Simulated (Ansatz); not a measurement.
`C1CCCCC1`, charge 0, multiplicity 1.

Question: Give a relaxed structure at PBE0-D4/def2-TZVP (Ansatz 0.2.0). (Estimate.)

Answer: The calculation gave: 
Z-matrix (Å, degrees):
```
C
C 1 1.534
C 1 1.521 2 110.7
H 1 1.093 2 110.2 3 123.2
H 1 1.096 2 110.0 3 -120.2
C 2 1.534 1 112.0 3 31.4
H 2 1.094 1 109.4 3 153.4
H 2 1.094 1 109.8 3 -90.4
C 3 1.534 1 110.7 2 -64.8
H 3 1.096 1 108.8 2 56.1
H 3 1.093 1 111.0 2 172.4
C 6 1.521 2 110.7 1 31.0
H 6 1.093 2 110.2 1 154.2
H 6 1.096 2 110.0 1 -89.2
H 9 1.094 3 109.8 1 -90.8
H 9 1.094 3 109.4 1 153.0
H 12 1.096 6 108.8 2 56.1
H 12 1.093 6 111.0 2 172.5
```
Point group D2.
This is one stationary point; other conformers may exist.
